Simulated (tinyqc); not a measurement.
CIS on RHF in the sto-6g basis, frozen core, for HF, spin multiplicity 1, step by step. One step of it, computed by the program tinyqc.

Task: Orthogonalisation. S = U s U^T; symmetric (Loewdin) form X = U s^(-1/2) U^T, so that X^T S X = 1.

overlap S, lower triangle:
```
           1F 1s     1F 2s    1F 2px    1F 2py    1F 2pz     2H 1s
1F 1s   1.000000
1F 2s   0.232479  1.000000
1F 2px  0.000000  0.000000  1.000000
1F 2py  0.000000  0.000000  0.000000  1.000000
1F 2pz  0.000000  0.000000  0.000000  0.000000  1.000000
2H 1s   0.040405  0.388947  0.000000  0.000000  0.313049  1.000000
```

Give: eigenvalues of S; X.

Result:

eigenvalues of S: 0.4790  0.8495  1.0000  1.0000  1.1232  1.5483

X, lower triangle:
```
          1F 1s    1F 2s  1F 2px  1F 2py   1F 2pz   2H 1s
1F 1s    1.0219
1F 2s   -0.1273   1.0940
1F 2px   0.0000   0.0000  1.0000
1F 2py   0.0000   0.0000  0.0000  1.0000
1F 2pz  -0.0055   0.0574  0.0000  0.0000   1.0453
2H 1s    0.0185  -0.2368  0.0000  0.0000  -0.1873  1.1159
```
